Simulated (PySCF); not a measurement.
Hydrogen cyanide, CHN, SMILES C#N, point group C∞v.

Level: PBE0/pcSseg-2 in PySCF (density fitting, grid level 2); geometry and Hessian at that level, cubic constants and property derivatives from steps of ±0.6 along each species' dimensionless normal coordinates, second-order vibrational perturbation theory. The parent has the commonest isotopes.

Equilibrium geometry (Å):

| atom | x | y | z |
| --- | --- | --- | --- |
| C1 | -0.0105 | -0.0038 | -0.0161 |
| N2 | 1.1342 | 0.0138 | -0.0441 |
| H3 | -1.0778 | -0.0202 | 0.0100 |

Species: ¹³C at 1, ¹⁵N at 2. Output of the displacement run:

```
mode    cm-1    km/mol   phi_rrr   E(+)/cm-1  E(-)/cm-1
  1    767.00    40.67      -0.0     144.40     144.40
  2    767.05    40.67      -0.1     144.40     144.38
  3   2149.03     1.23    -593.8     366.17     408.91
  4   3435.39    66.52   -1841.3     557.38     689.54
```

For the shielding of H3 (σe = 29.04 ppm):

```json
{"mode": "1", "ω (cm⁻¹)": "767", "Σr φrrs (cm⁻¹)": "0", "∂σ/∂q": "0.000", "∂²σ/∂q²": "-1.863"}
{"mode": "2", "ω (cm⁻¹)": "767", "Σr φrrs (cm⁻¹)": "0", "∂σ/∂q": "0.000", "∂²σ/∂q²": "-1.863"}
{"mode": "3", "ω (cm⁻¹)": "2149", "Σr φrrs (cm⁻¹)": "-645", "∂σ/∂q": "-0.881", "∂²σ/∂q²": "0.047"}
{"mode": "4", "ω (cm⁻¹)": "3435", "Σr φrrs (cm⁻¹)": "436", "∂σ/∂q": "-3.420", "∂²σ/∂q²": "0.763"}
```

Task: Work out the zero-point average of this shielding.

Result: With ⟨qs⟩ = −Σr φrrs/(4ωs) and ⟨qs²⟩ = 1/2: the mean displacements are 0.000, 0.000, 0.075, -0.032. The anharmonic term Σ (∂σ/∂q)⟨q⟩ is 0.04 ppm, the harmonic term ¼ Σ ∂²σ/∂q² is -0.73 ppm, so ⟨σ⟩ = 28.35 ppm.
